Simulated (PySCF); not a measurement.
# The electron affinity along group 14

Calculated with PySCF 2.14 from differences of total energies of unrestricted determinants, without spin-orbit coupling. Values in eV. The last column holds reference values (measured affinities from photodetachment; the arrow runs from anion to atom). Unmarked ones compare directly (S terms, centres of terms, or small fine structure); those marked * lie between the lowest fine-structure levels and include a spin-orbit shift.

```
                          element                         configurations    UHF    LDA    PBE  r2SCAN  MP2 (valence)  SCS-MP2 (valence)  reference
 C (dyall-av2z, non-relativistic)            [He] 2s2 2p3 → [He] 2s2 2p2  0.460  1.817  1.602   1.508          1.189              0.914      1.262
Si (dyall-av2z, non-relativistic)            [Ne] 3s2 3p3 → [Ne] 3s2 3p2  0.870  1.603  1.508   1.560          1.319              1.153    1.390 *
Ge (dyall-av2z, non-relativistic)  [Ar] 3d10 4s2 4p3 → [Ar] 3d10 4s2 4p2  0.893  1.574  1.453   1.538          1.284              1.133    1.233 *
Sn (dyall-av2z, non-relativistic)  [Kr] 4d10 5s2 5p3 → [Kr] 4d10 5s2 5p2  1.060  1.628  1.508   1.613          1.392              1.269    1.112 *
```

The highest occupied level of the anion is positive for C⁻ at LDA, PBE, r2SCAN; Si⁻ at LDA, PBE, r2SCAN; Ge⁻ at LDA, PBE, r2SCAN; Sn⁻ at LDA, PBE, r2SCAN, so there the basis helps to hold the electron.

"Valence" correlates the outer s and p shells and, in groups 3 to 12 and the f block, the outer d or f shell, open or full, or the next shell where the ion has no valence electron left; the wider scheme adds the next inner shell.
